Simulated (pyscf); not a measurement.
PySCF, gas phase, ωB97X-D3(BJ)/def2-SVP geometries.

**Question.** Estimate by transition-state theory the rate constant of `[SiH3][SiH]([SiH3])[SiH3]` + `[SiH2][SiH3]` [doublet] → `[SiH3][Si]([SiH3])[SiH3]` [doublet] + `[SiH3][SiH3]` (doublet surface; H–Si broken, H–Si formed) at 600 K, with ωB97M-D3(BJ)/def2-TZVP energies (ideal gas, 1 atm, RRHO with modes under 100 cm⁻¹ raised to 100, one conformer, R ln 2 for chiral ones without a mode under 150 cm⁻¹; no tunnelling).

**Answer.** The electronic barrier is 4.1 kcal/mol and the thermal terms add +21.1, so ΔG‡ = 25.3 kcal/mol. With k_BT/h = 1.25e+13 s⁻¹ and RT = 1.192 kcal/mol, and a volume of 8.18e-20 cm³ per molecule at 1 atm, k = 6.4e-16 cm³ molecule⁻¹ s⁻¹. Wigner's tunnelling factor for 1358i cm⁻¹ would be 1.44, likely too low at so high a frequency. A shift of 1 kcal/mol in the barrier changes k by a factor 2.3. On the product side the descent ends in a complex, 6.1 kcal/mol under the separated species and 15.2 kcal/mol under the saddle at ωB97X-D3(BJ)/def2-TZVP. One saddle was located; it need not be the lowest between these sides. The angle at the transferred H is 152°.
